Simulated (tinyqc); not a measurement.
Starting guesses with DIIS over 6 matrices: SCF starting guesses in the sto-6g basis, for LiH, spin multiplicity 3. Computed by the program tinyqc with PySCF. 

Geometry (angstrom):
```
atom       x       y       z
Li    0.0000  0.0000  0.0000
H     0.0000  0.0000  1.9750
```

lowest solution found by these runs and by PySCF with stability checks = -7.864331 hartree

UHF with one setting changed at a time; a run stops when the energy changes by less than 1e-09 hartree and the error matrix is below 1e-5. Starts: the lowest orbitals of the core Hamiltonian, of the Wolfsberg-Helmholz matrix (K = 1.75), projected atomic densities, random orbitals, and the highest orbitals of the core Hamiltonian (a deliberately bad start).

Largest element of the error matrix X^T (FDS - SDF) X:
```
iteration     core  Wolfsberg-Helmholz  atomic densities   random  highest core orbitals
1          1.4e-01             1.3e-01           7.4e-02  1.1e+00                6.7e-02
2          5.0e-02             5.4e-02           1.3e-01  1.2e-01                1.2e-01
3          6.3e-03             7.2e-03           6.1e-02  2.1e-02                1.1e-01
4          1.7e-03             2.5e-03           5.2e-03  2.4e-02                1.9e-02
5          2.0e-04             2.1e-04           1.2e-03  2.4e-02                1.6e-02
6          6.7e-06             1.1e-06           2.6e-04  1.5e-02                1.2e-02
8                -                   -           3.9e-07  2.3e-04                5.7e-05
10               -                   -                 -  7.4e-05                7.2e-08
```

How each run ends:
```
run                    iterations  E (hartree)         state
core                            7     -7.86433  lowest found
Wolfsberg-Helmholz              7     -7.86433  lowest found
atomic densities                8     -7.86433  lowest found
random                         12     -7.86433  lowest found
highest core orbitals          10     -7.80747        higher
```

4 of 5 runs reach the lowest solution found, in 7 to 12 iterations (fastest: core, Wolfsberg-Helmholz). Ending on a higher stationary point: highest core orbitals; a small error matrix cannot reveal that, and an occupation fixed by the start is kept by symmetry or by the shape of the basin. The first errors are 1e-01, 1e-01, 7e-02, 1e+00, 7e-02; the deliberately bad start has the smallest one, so a small first error does not mark a good start.
